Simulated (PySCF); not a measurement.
**How the method moves the proton affinities of `O=[P@H]([O-])O` ([H2O3P]-)**

Coordinates in Å; atoms count from 1 in this order:
```
O    -1.3169   -0.8646   -0.8779
P    -0.4378   -0.0116   -0.0145
O    -0.3641    1.4950   -0.0896
O     1.1586   -0.5199   -0.1770
H    -0.6491   -0.4036    1.3631
H     1.6144    0.3279   -0.2417
```

All levels share the PBE0-D3(BJ)/def2-SVP structures and the PBE0-D3(BJ)/def2-SVP thermal terms; only the single-point energies (PySCF) change. Values are proton affinities (298 K, kJ/mol).

```tsv
level	O1	time
PBE0-D3(BJ)/ma-def2-TZVP	1383	–
PBE0-D3(BJ)/def2-TZVPD (grid 1, conv 1e-10, max cycle 100)	1383	17 s
BHandHLYP/ma-def2-TZVP	1389	17 s
OPBE/6-31G* (grid 3)	1423	17 s
```

Times are wall times for all single points of a level on 1 thread of Intel Xeon @ 2.50GHz, a shared host; the dash marks the run that also made the structures. OPBE ran on a slower path of this set-up, which computes the density-fitting integrals anew in every SCF cycle while the other levels store them. So the times needn't show the usual order of cost, and those levels read slower than they are.

The spread: 41 kJ/mol, from 1383 to 1423.

Note: structures of the anions come from def2-SVP, which lacks diffuse functions; O4 is not listed: the run failed or kept an imaginary mode, or the ion rearranged or equalled another; a site not listed may be the best one.

Differences come from unrounded values, so a last digit can differ from that of the printed terms.
